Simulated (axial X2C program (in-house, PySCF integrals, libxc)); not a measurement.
## Which molecule has these constants?

All values come from calculations with an axial X2C code built on PySCF integrals, spin-free (one-electron X2C) or two-component (2c: spin–orbit coupling with atomic mean-field Coulomb and Gaunt terms, which also bring small scalar terms), in Dyall basis sets with cores contracted in-house; open shells are unrestricted.

A two-component PBE0 calculation in a Dyall 3-zeta basis gave Re = 1.376 Å, ωe = 1098.8 cm⁻¹, De = 1.53 eV, Ω = 0.

Problem. Which molecule is it?
A. C₂
B. N₂
C. F₂
D. B₂
E. Li₂

Solution. C. The others have Li₂ 2.728 Å and 340.9 cm⁻¹ (Ω = 0); N₂ 1.089 Å and 2479.8 cm⁻¹ (Ω = 0); C₂ 1.302 Å and 1706.8 cm⁻¹ (Ω = 2); B₂ 1.517 Å and 1293.3 cm⁻¹ (Ω = 2).

Each entry is the lowest single determinant of a limited PBE0 search at one distance. De goes to single-determinant-based atoms at the same level (for ions the charge split of lowest energy) and is withheld (n/a) where an atom does not fit its ground term or J level. Main or longest-lived isotopes. One determinant is a doubtful description, or other states lie close, for C₂, B₂; these need not be ground states, and all values refer to the states named. Some open-shell Ω = 0 determinants are out of reach, so the Ω given for C₂, B₂ need not be the lowest component. With several unpaired electrons the Ω given is that of one determinant, not necessarily of the lowest component. Some light 2c atoms are not at their ground J level, so De misses part of their lowering (0.04 eV or less). The functionals have no current term, which raises determinants with orbital currents.
